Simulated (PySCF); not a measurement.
**Worked example: entropy of an ideal gas**

ammonia (H₃N), SMILES N.

The structure is a stationary point at PBE0-D3(BJ)/def2-TZVPD.

PBE0-D3(BJ)/def2-TZVPD run with PySCF gives the harmonic wavenumbers 1034, 1662, 1662, 3499, 3626, 3626 cm⁻¹ and the rotational temperatures 14.3340, 14.3340, 9.0847 K. The molar mass is 17.03 g/mol, the symmetry number 3, the spin multiplicity 1.

### Question
Work out the entropy at 298.15 K and 1 atm in the rigid-rotor, harmonic-oscillator model.

### Answer

Translation (Sackur–Tetrode at 1 atm): S = R[1.5 ln M + 2.5 ln T − 1.16487] = 144.1 J/(mol K).
Rotation: q = (√π/σ) T^1.5/√(θA θB θC) = 70.4, S = R[ln q + 3/2] = 47.8 J/(mol K).
Vibration: with u = 1.4388 ν/T, each mode gives R[u/(e^u − 1) − ln(1 − e^−u)]:
```json
[
 {"ν (cm⁻¹)": "1034", "modes": "1", "u": "4.99", "S (J/(mol K))": "0.34"},
 {"ν (cm⁻¹)": "1662", "modes": "2", "u": "8.02", "S (J/(mol K))": "0.05"}
]
```
The stiffer modes add less than 0.005 each. Sum 0.4 J/(mol K).
Spin: R ln 1 = 0.0 J/(mol K).
Total 192.3 J/(mol K); the program's own thermochemistry gives 192.3. Translation makes up 75 % and vibration 0 %. Anharmonicity, hindered rotation and orbital degeneracy are left out.
